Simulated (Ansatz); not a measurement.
C2H2F2O can be A, `F[C@@H]1O[C@H]1F`, or B, `OC=C(F)F`.

Gas-phase electronic energies from Ansatz, PBE0-D4/def2-TZVP geometries. CBS: MP2 limit from def2 TZ/QZ plus the TZ coupled-cluster correction, frozen cores. Functionals use def2-TZVPP. Each species was taken in one conformer, which may not be the lowest.

Which isomer does CCSD(T)/CBS put lower? Give the gap. (Estimate.)

The calculation gave: B, by 1.7 kcal/mol.

Give E(B) − E(A) in kcal/mol with BLYP-D4, LDA (SPW92), CCSD(T)/def2-SVP, PBE-D4, PBE0-D4, r2SCAN-D4, CCSD(T)/def2-TZVPP. (Best estimate.)

Computed: BLYP-D4 -4.1, LDA (SPW92) -0.9, CCSD(T)/def2-SVP -0.4, PBE-D4 -0.6, PBE0-D4 -0.1, r2SCAN-D4 -0.5, CCSD(T)/def2-TZVPP -0.9. None reverses the order clearly.

Does the order hold for the free energy at 298.15 K (harmonic terms from PBE0-D4)? (An estimate is asked.)

Ansatz gave: Yes: G(B) − G(A) = -3.3 kcal/mol, for one conformer each.

Largest T1 diagnostic: 0.013.

From BLYP to BHLYP (50 % exact exchange), in def2-TZVPP and without D4, E(B) − E(A) moves by +1.3 kcal/mol. In def2-TZVPP, CCSD(T) changes the Hartree–Fock value by +1.7 kcal/mol (the triples alone add +0.1 kcal/mol) and MP2 by +3.3 kcal/mol.
